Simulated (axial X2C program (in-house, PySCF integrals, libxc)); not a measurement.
**Correcting the dissociation energy of BCl for spin–orbit coupling**

A spin-free CCSD(T) curve (one-electron X2C) was computed with an in-house all-electron X2C program for linear molecules (integrals from PySCF), basis Cl dyall-av3z [9s8p3d2f], B dyall-v3z [7s6p2d1f] (cores contracted in-house), for the state M_S = 0, Λ = 0 (closed shell). It gives D0 = 5.116 eV to Cl + B, which in a spin-free picture are the weighted means of the ground terms.

Correlated methods: 10 electrons correlated (number of frozen shells: Cl 2 s, 1 p; B 1 s), 174 virtual spin orbitals or spinors in MP2, 90 natural virtuals in coupled cluster.

Measured levels of the ground terms (NIST Handbook of Basic Atomic Spectroscopic Data), in cm⁻¹: Cl 2P: J = 3/2 at 0, J = 1/2 at 882.4; B 2P: J = 1/2 at 0, J = 3/2 at 15.3.

The molecular state has Λ = 0, so it has no first-order lowering.

(1) How far does each ground level lie under the (2J+1)-weighted mean of its term?

(2) Correct D0.

Second-order spin–orbit effects in the molecule, which grow quickly with Z, are left out. One determinant describes the state; a PBE0 search over occupations chose it and may have missed a lower one. Dissociation energies refer to the lowest single-determinant-based atoms at the same level and basis. CCSD and (T) use frozen natural virtuals with an MP2 correction for the truncation; (T) itself is uncorrected, so its De runs slightly low.

## Answers

(1) Cl: (4 × 0 + 2 × 882.4)/6 = 294 cm⁻¹; B: (2 × 0 + 4 × 15.3)/6 = 10 cm⁻¹.

(2) D0 = 5.116 + (0 − 304)/8065.5 = 5.078 eV at CCSD(T) with these spin–orbit terms. The direct two-component run gives 5.080 eV; the difference holds second-order terms in the molecule, scalar two-electron terms, the gap between measured and computed atomic splittings (a 2c atom can miss part of its lowering) and, in coupled cluster, the truncation of each run.
